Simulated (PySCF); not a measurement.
# Stretching S₂

Set-up: PySCF, no relativity, basis sets S aug-pcseg-1. Energies in eV from S + S in their ground configurations at the same level. State: triplet, unpaired electrons π ↑↑.

| R (Å) | UHF-CCSD(T) | PBE0 |
| --- | --- | --- |
| 1.645 |  | -2.574 |
| 1.722 | -2.662 | -3.570 |
| 1.798 | -3.275 | -4.111 |
| 1.856 | -3.514 | -4.299 |
| 1.913 | -3.614 | -4.350 |
| 1.970 | -3.608 | -4.296 |
| 2.047 | -3.482 | -4.105 |
| 2.143 | -3.199 | -3.739 |
| 2.257 | -2.759 | -3.196 |
| 2.410 |  | -2.403 |

Question: Put a parabola through the three lowest points of the UHF-CCSD(T) curve and estimate Re, k and ωe (reduced mass 15.99 u; 1 eV/Å² = 0.16022 mdyn/Å; ωe = 1302.8·√(k/μ) cm⁻¹).

Answer: Through R = 1.856, 1.913, 1.97 Å the second-order coefficient is 16.3 eV/Å², so Re ≈ 1.938 Å, k ≈ 5.23 mdyn/Å and ωe ≈ 745 cm⁻¹. A polynomial fit of higher order to the unrounded UHF-CCSD(T) energies gives Re = 1.937 Å, k = 4.50 mdyn/Å, ωe = 691 cm⁻¹; anharmonicity and rounding make the difference.

The higher-order fit for each curve: UHF-CCSD(T): Re = 1.937 Å, ωe = 691 cm⁻¹, De = 3.62 eV; PBE0: Re = 1.909 Å, ωe = 740 cm⁻¹, De = 4.35 eV.

Correlated steps freeze 10 core orbitals. Correlated levels converge slowly with the basis: in double zeta they bind strong bonds too weakly, by up to about 1 eV, and carry superposition errors of some tenths. The state is the lowest determinant that a PBE0 search found; another state may lie lower at other levels.
